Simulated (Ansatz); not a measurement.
`C=CCC=C` + HCl → `C=CCl` + propene  (substitution at a C–C bond)

Isolated molecules relaxed with PBE0-D4/def2-TZVP in Ansatz; ΔE leaves out vibrations. CBS: MP2 limit from def2 TZ/QZ plus the TZ coupled-cluster correction, frozen cores. This one scheme is used for every species. Functionals use def2-TZVPP. One conformer a species, not always the lowest.

`C=CCC=C`:

Cartesian coordinates in Å:
```
C 0.529 0.337 2.279
C 0.377 -0.337 1.148
C 0.565 0.236 -0.223
C -0.703 0.200 -1.019
C -0.872 -0.480 -2.144
H 0.822 1.383 2.280
H 0.369 -0.130 3.244
H 0.076 -1.382 1.185
H 0.917 1.270 -0.132
H 1.339 -0.327 -0.757
H -1.534 0.769 -0.608
H -0.067 -1.064 -2.580
H -1.818 -0.474 -2.673
```

HCl:

Cartesian coordinates in Å:
```
Cl -0.589 0.249 -0.015
H 0.589 -0.249 0.015
```

`C=CCl`:

```xyz
6

C     0.132   -0.226    0.690
C    -0.044    0.311   -0.503
Cl   -0.757   -0.529   -1.825
H    -0.165   -1.243    0.914
H     0.589    0.363    1.476
H     0.244    1.324   -0.753
```

`C=CC`:

Cartesian coordinates in Å:
```
C -1.343 0.262 -0.217
C -0.043 0.263 -0.474
C 1.005 -0.328 0.404
H -1.740 -0.189 0.688
H -2.057 0.709 -0.898
H 0.307 0.728 -1.394
H 1.568 -1.104 -0.124
H 1.732 0.430 0.712
H 0.570 -0.771 1.302
```

| level | ΔE (kcal/mol) |
| --- | --- |
| r2SCAN0 | 4.5 |
| LC-ωPBE | 4.8 |
| HF/def2-TZVPP | 5.6 |
| MP2/def2-TZVPP | 6.5 |

Question: What does CCSD(T)/CBS give? (Estimate.)

Answer: Ansatz gave: +6.1 kcal/mol. The listed levels differ from it by -1.6, -1.3, -0.5, 0.4 kcal/mol.

Largest T1 diagnostic among the species: 0.011.

From BLYP to BHLYP (50 % exact exchange), in def2-TZVPP and without D4, ΔE moves by +2.6 kcal/mol. In def2-TZVPP, CCSD(T) changes the Hartree–Fock value by +0.8 kcal/mol (the triples alone add −0.2 kcal/mol) and MP2 by +0.9 kcal/mol.
